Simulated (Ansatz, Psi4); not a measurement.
**Predicting a hybrid from its neighbours: [CF2]+**

The species is [CF2]+ (3 atoms), meant as a doublet with charge +1. As SMILES, `F[C+]F`. The coordinates come from a PBE0-D4/def2-TZVP relaxation.

The vertical energy of the quartet above the doublet y, in eV, basis cc-pVTZ; a is the functional's share of exact exchange. Programs: Ansatz 0.2.0, Psi4 1.11.

| functional | program | a | y (eV) |
| --- | --- | --- | --- |
| UTPSS | Psi4 | 0 | 8.03 |
| U-r2SCAN | Psi4 | 0 | 8.02 |
| UB3LYP | Psi4 | 0.2 | 8.31 |
| U-r2SCAN0 | Ansatz | 0.25 | ? |
| UPBE0 | Psi4 | 0.25 | 8.24 |
| UBHLYP | Psi4 | 0.5 | 8.41 |

Q: Fit y = c + s·a to the known rows and predict U-r2SCAN0.

A: 
1. Means of the 5 rows: a = 0.1900, y = 8.202.
2. Σ(Δa)² = 0.172, Σ(Δa·Δy) = 0.1351, so the slope is 0.1351/0.172 = 0.78547.
3. Intercept: 8.202 − (0.78547) × 0.1900 = 8.053. The largest residual of the fit is 0.100.
4. U-r2SCAN0: 8.053 + (0.78547) × 0.25 = 8.25 eV.

The run gave 8.12 eV, so the prediction is off by +0.13 eV, about the largest residual.
